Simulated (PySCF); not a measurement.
hydrogen cyanide (CHN), SMILES N#C.

Geometry: ωB97X-D3(BJ)/def2-TZVPD.

Method: TDDFT-ωB97X/def2-TZVPD (PySCF).

Vertical excitations; the highest root listed may be one member of a degenerate set. Gas-phase values at a fixed geometry. State labels are in the subgroup C2v.

```csv
state,symmetry,energy (eV),λ (nm),f,main pairs
S1,A2,7.82,158,0.000,"HOMO−1→LUMO+2 48 %, HOMO→LUMO+1 48 %"
S2,A2,8.19,151,0.000,"HOMO→LUMO+1, HOMO−1→LUMO+2 (degenerate set)"
S3,A1,8.19,151,0.000,"HOMO−1→LUMO+1, HOMO→LUMO+2 (degenerate set)"
S4,B1,9.44,131,0.014,HOMO−2→LUMO+1 (degenerate set)
S5,B2,9.44,131,0.014,HOMO−2→LUMO+2 (degenerate set)
S6,B1,10.32,120,0.087,HOMO−1→LUMO (degenerate set)
S7,B2,10.32,120,0.087,HOMO→LUMO (degenerate set)
S8,B2,10.70,116,0.051,HOMO→LUMO+3 (degenerate set)
S9,B1,10.70,116,0.051,HOMO−1→LUMO+3 (degenerate set)
S10,A1,11.22,111,0.129,"HOMO−2→LUMO 52 %, HOMO−2→LUMO+3 35 %"
T1,A1,6.47,192,0,"HOMO→LUMO+2 46 %, HOMO−1→LUMO+1 46 %"
T2,A2,7.13,174,0,"HOMO−1→LUMO+2, HOMO→LUMO+1 (degenerate set)"
T3,A1,7.13,174,0,"HOMO→LUMO+2, HOMO−1→LUMO+1 (degenerate set)"
T4,A2,7.86,158,0,"HOMO−1→LUMO+2 48 %, HOMO→LUMO+1 48 %"
```
Triplets are in the Tamm–Dancoff approximation, which puts them higher than full response would, so one can lie above its singlet here.
